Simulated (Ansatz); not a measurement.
in.yaml

```yaml
crystal:
  periodic: [false, false, false]
  atoms:
    - {symbol: Br, position_ang: [0.000000, 0.000000, -1.930667]}
    - {symbol: H, position_ang: [0.000000, 0.000000, 0.245333]}
    - {symbol: Si, position_ang: [0.000000, 0.000000, 1.685333]}
basis:
  gaussian: {orbitals: cc-pVDZ}
magnetization: {spin_polarized: false, initial_magnetization: 2}
correlation: {method: ccsdt_q, electrons: outside_noble_gas}
```

```sh
$ ansatz run in.yaml --threads 1 --pin off --events-out ev --progress --plain --max-ram 2816MiB --backend cpu
```

(1) Roughly how long does this take on 1 thread of AMD EPYC 7R13, shared host, and how much host memory?

```
922 factors; integrals over basis functions are off by at most 2.2e-7 eV
mean field evaluation 1: about -77870.5429 eV, gradient 1.4e1 eV
mean field evaluation 2: about -77870.5449 eV, gradient 1.4e1 eV
mean field evaluation 4: about -77872.7433 eV, gradient 4.3e0 eV
mean field evaluation 8: about -77873.0460 eV, gradient 2.6e-1 eV
mean field evaluation 16: about -77872.9111 eV, gradient 3.0e0 eV
mean field evaluation 32: about -77872.4559 eV, gradient 1.4e-6 eV
mean field evaluation 64: about -77872.4518 eV, gradient 2.7e-2 eV
mean field evaluation 96: about -77872.4324 eV, gradient 4.7e-2 eV
mean field evaluation 128: about -77873.0467 eV, gradient 1.8e-3 eV
mean field evaluation 160: about -77872.4323 eV, gradient 1.9e-3 eV
...
cycle  18  -5.84998462 eV  change    8.5e-6 eV  update   4.8e-5
cycle  19  -5.84998443 eV  change    1.9e-7 eV  update   2.4e-5
cycle  20  -5.84998954 eV  change   -5.1e-6 eV  update   6.9e-6
cycle  21  -5.84999256 eV  change   -3.0e-6 eV  update   7.7e-6
cycle  22  -5.84999343 eV  change   -8.7e-7 eV  update   5.3e-6
cycle  23  -5.84999273 eV  change    7.0e-7 eV  update   3.9e-6
cycle  24  -5.84999228 eV  change    4.5e-7 eV  update   2.3e-6
cycle  25  -5.84999218 eV  change    1.1e-7 eV  update   3.5e-6
cycle  26  -5.84999239 eV  change   -2.1e-7 eV  update   2.8e-6
cycle  27  -5.84999281 eV  change   -4.2e-7 eV  update   1.1e-6
perturbative correction -0.00745630 eV, -0.0002740139 hartree
Total energy: -77878.90416988 eV, -2861.9969400258 hartree
```

For the same geometry and basis RCCSDTQ lies 0.9 meV lower.

Results:

(1) 23 s wall and 0.32 GiB.
